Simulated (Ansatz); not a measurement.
in.yaml

```yaml
crystal:
  periodic: [false, false, false]
  atoms:
    - {symbol: P, position_ang: [0.000000, 0.000000, 0.000000]}
    - {symbol: H, position_ang: [0.000000, 0.000000, 1.558600]}
basis:
  gaussian: {orbitals: "6-31++G**"}
total_charge: -1
magnetization: {spin_polarized: true, initial_magnetization: 1}
correlation: {method: ccsdt_q, electrons: outside_noble_gas}
```

```sh
$ ansatz run in.yaml --threads 1 --pin off --events-out ev --progress --plain --max-ram 2393MiB
```

The program prints:

```
423 factors; integrals over basis functions are off by at most 1.9e-7 eV
mean field evaluation 1: about -9285.1583 eV, gradient 8.4e0 eV
mean field evaluation 2: about -9285.1788 eV, gradient 8.4e0 eV
mean field evaluation 4: about -9286.0152 eV, gradient 9.6e-1 eV
mean field evaluation 8: about -9286.0397 eV, gradient 9.7e-3 eV
mean field evaluation 16: about -9286.0265 eV, gradient 2.9e-1 eV
mean field evaluation 32: about -9284.0806 eV, gradient 6.3e-4 eV
mean field evaluation 64: about -9284.0799 eV, gradient 7.2e-2 eV
mean field evaluation 96: about -9285.9191 eV, gradient 4.7e-1 eV
mean field evaluation 128: about -9284.0806 eV, gradient 1.8e-2 eV
mean field evaluation 160: about -9277.8919 eV, gradient 1.5e1 eV
...
cycle   8  -3.28187087 eV  change   -7.8e-4 eV  update   5.7e-4
cycle   9  -3.28161191 eV  change    2.6e-4 eV  update   2.0e-4
cycle  10  -3.28153664 eV  change    7.5e-5 eV  update   9.7e-5
cycle  11  -3.28160660 eV  change   -7.0e-5 eV  update   4.7e-5
cycle  12  -3.28161090 eV  change   -4.3e-6 eV  update   2.5e-5
cycle  13  -3.28161750 eV  change   -6.6e-6 eV  update   1.1e-5
cycle  14  -3.28160586 eV  change    1.2e-5 eV  update   4.4e-6
cycle  15  -3.28160356 eV  change    2.3e-6 eV  update   2.0e-6
cycle  16  -3.28160411 eV  change   -5.5e-7 eV  update   1.0e-6
cycle  17  -3.28160460 eV  change   -4.9e-7 eV  update   5.4e-7
perturbative correction -0.00369300 eV, -0.0001357152 hartree
Total energy: -9289.32503647 eV, -341.3763985597 hartree
```

For the same geometry and basis full CI lies 0.2 meV lower.

Ran on 1 thread of Arm Neoverse V1, shared host: 5.5 s wall, 0.11 GiB peak host memory.
